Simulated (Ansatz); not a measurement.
`C=C(C)OC` + `N=CF` → `C/N=C\F` + `C=COC` at 400 K and 1 bar (substitution at a C–C bond).

Isolated molecules relaxed with PBE0-D4/def2-TZVP in Ansatz; ΔE leaves out vibrations. CCSD(T)/CBS is the MP2 limit (def2-TZVPP, def2-QZVPP) plus CCSD(T) − MP2 in def2-TZVPP, frozen cores. This one scheme is used for every species. One conformer a species, not always the lowest.

| species | CCSD(T)/CBS energy (Eh) | H − E (kJ/mol) | S (J/(mol·K)) |
| --- | --- | --- | --- |
| `C=C(C)OC` | -232.16858 | 327.4 | 348.1 |
| `N=CF` | -193.72220 | 103.2 | 262.4 |
| `C/N=C\F` | -232.97538 | 183.2 | 308.3 |
| `C=COC` | -192.89987 | 247.8 | 309.1 |

H − E and S are ideal-gas, rigid-rotor, harmonic terms from PBE0-D4/def2-TZVP, for one conformer and one mirror image of each species. 1 Eh = 2625.50 kJ/mol, R = 8.31446 J/(mol·K).

Task: By hand: ΔE, ΔH, ΔS and ΔG.

Result: ΔE = (-232.97538) + (-192.89987) − (-232.16858) − (-193.72220) = 0.01553 Eh = 40.8 kJ/mol. Δ(H − E) = 183.2 + 247.8 − 327.4 − 103.2 = 0.4, so ΔH = 41.2 kJ/mol. ΔS = 308.3 + 309.1 − 348.1 − 262.4 = 6.9 J/(mol·K). ΔG = 41.2 − 400 × (6.9)/1000 = 38.4 kJ/mol.

Task: By hand: the equilibrium constant, and the temperature at which ΔG would vanish if ΔH and ΔS stayed fixed.

Result: log₁₀ K = −ΔG/(RT ln 10) = -5.0. ΔG = 0 at ΔH/ΔS = 5971 K, far beyond where these terms or the molecules hold.

The number of gas molecules stays the same, so ΔS is small and ΔH decides. A doubt of 5 kJ/mol in ΔE shifts log₁₀ K by 0.7 here. Other conformers and mirror images would add mixing entropy, several J/(mol·K) or more a flexible species. These are equilibria of isolated gas molecules and say nothing of rates. Largest T1 diagnostic: 0.013 (customary marks: 0.02 for closed shells, 0.045 for open ones).
